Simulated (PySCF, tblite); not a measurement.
Naphthoquinone, C10H6O2.
Numbering: `[O:1]=[C:2]1[CH:3]=[CH:4][C:5](=[O:6])[c:7]2[cH:8][cH:9][cH:10][cH:11][c:12]21` (hydrogens: H13 on C3; H14 on C4; H15 on C8; H16 on C9; H17 on C10; H18 on C11)

Structure optimised with GFN2-xTB, isolated species.

What internal coordinates does the optimisation give?

```tsv
bond	length (pm)	order
O1=C2, C5=O6	121.6	double
C2–C3, C4–C5	147.6	single
C3=C4	133.4	double
C7–C8, C11–C12	139.2	aromatic
C8–C9, C10–C11	138.4	aromatic
C9–C10	138.7	aromatic
C2–C12, C5–C7	147.9	single
C7–C12	140.2	aromatic
C3–H13, C4–H14	108.2	single
C8–H15, C11–H18	108.0	single
C9–H16, C10–H17	108.0	single
```

Bonds in one row agree within 1 pm and their mean is given. Orders are formal, as drawn. A selection of angles:
```tsv
angle	degrees
O1–C2–C3	121.6
O1–C2–C12	122.7
C3–C2–C12	115.8
C2–C3–C4	122.9
C5–C7–C8	119.2
C5–C7–C12	121.3
C8–C7–C12	119.5
C7–C8–C9	120.5
C8–C9–C10	120.0
```

Torsions: O1–C2–C3–C4 180° (antiperiplanar); C2–C3–C4–C5 0° (synperiplanar); C3–C4–C5–O6 180° (antiperiplanar); C4–C5–C7–C8 180° (antiperiplanar); O1–C2–C12–C11 0° (synperiplanar).

The 12 heavy atoms lie in one plane (0.001 Å rms). The 11 C–C bonds span 1.334 Å (C3=C4, drawn double) to 1.479 Å (C2–C12, drawn single), a spread of 0.145 Å. Of the pairs four or more bonds apart, O6···H15 is among the closest relative to their van der Waals radii: 2.49 Å, 92 % of the sum of Bondi's values. The 6-membered ring C7–C8–C9–C10–C11–C12 has internal angles of 119.5° to 120.5°; it is planar, 0.00 Å rms from its mean plane, widest ring torsion 0°. The 6-membered ring C2–C3–C4–C5–C7–C12 has internal angles of 115.8° to 122.9° (sum 720°, against 720° for a flat polygon); it is planar, 0.00 Å rms from its mean plane, widest ring torsion 0°.

Point group: C2v (every atom within 0.08 Å of its image). Its GFN2-xTB frequencies are all real (lowest 53 cm⁻¹).

All values are computed, not measured.
